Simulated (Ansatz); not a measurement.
CH3 (SMILES [CH3]) moved off its minimum; all values from Ansatz (a quantum-chemistry and plane-wave program), cores frozen in correlated methods. Open shells are unrestricted.
(charge 0, multiplicity 2)
```xyz
4

C      0.02211     0.03182    -0.00206
H      1.07071    -0.23914     0.01774
H     -0.72165    -0.78252    -0.02918
H     -0.33818     0.98492    -0.00302
```

| level | largest force (eV/Å) | on atom | rms difference from CCSD(T)/aug-cc-pVTZ (eV/Å) | dipole (D) |
|---|---|---|---|---|
| HF/def2-TZVPP | 3.38 | C1 | 0.161 | 0.02 |
| PBE/def2-TZVPP | 3.23 | C1 | 0.120 | 0.01 |
| r2SCAN/def2-TZVPP | 3.26 | C1 | 0.015 | 0.01 |
| B3LYP/def2-TZVPP | 3.23 | C1 | 0.031 | 0.01 |
| wB97M-V/def2-TZVPP | 3.26 | C1 | 0.051 | 0.01 |
| MP2/aug-cc-pVTZ | 3.33 | C1 | 0.085 | 0.01 |
| CCSD(T)/aug-cc-pVTZ | 3.27 | C1 | 0.000 | 0.01 |

The differences count from one level among others, with limits of its own. Forces at CCSD(T)/aug-cc-pVTZ (eV/Å):

```
atom      Fx      Fy      Fz
----  ------  ------  ------
C1     0.150  -3.270  -0.030
H2    -0.117   0.274   0.001
H3     0.548   0.463   0.020
H4    -0.581   2.533   0.008
```
